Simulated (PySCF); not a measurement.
**BH2: fields on a plane**

Computed with PySCF, UPBE0, basis B def2-TZVP, H def2-TZVP (no relativity, density fitting).

The doublet minimum has B–H 1.191 Å (×2); H–B–H 129.4°.

The plane holds B1 at (0.00, 0.00), H2 at (1.19, 0.00), H3 at (-0.76, 0.92) Å. Columns run from x = -2.85 to 3.45 Å, rows from y = 3.15 (top) to -1.95 Å, in steps of 0.3 Å. Other isomers or separated fragments may lie lower.

Question: Give the electron localisation function (set to 0 where the density is under 0.005 e/Å³). Lower edges of the bins: '0' 0.000, '1' 0.100, '2' 0.200, '3' 0.300, '4' 0.400, '5' 0.500, '6' 0.600, '7' 0.700, '8' 0.800, '9' 0.900; top 1.00.

Answer: 
```
0000000000000000000000
0000000000000000000000
0000000000000000000000
0000068875200000000000
0000899998521000000000
0007999999732220000000
0009999999843455400000
0039999999856789850000
0027999999768999980000
0015899993179999997000
0003689929939999998000
0002578829939999998000
0004789993289999996000
0006899999998999980000
0006999999998778730000
0000899999997432100000
0000099999986310000000
0000008999985000000000
```

Question: Give the electrostatic potential (V) (cut at 20 V). Lower edges of the bins (V): '0' -0.65, '1' -0.52, '2' -0.33, '3' -0.02, '4' 0.46, '5' 1.23, '6' 2.45, '7' 4.38, '8' 7.45, '9' 12.30; top 20.0.

Answer: 
```
3333333333333333333333
3333333332222233333333
3333333332222222333333
3333333333222222233333
3333344433322222223333
3333445554332222223333
3333467875443332333333
2333469997655433333333
2233469999886554433333
2222357999998886543333
2222346899999998543333
2222246899999998543333
2221235799998886543333
2211124678876554433333
2211112456654333333333
2211000123332222223333
2211100001111222222233
2221100000011122222223
```
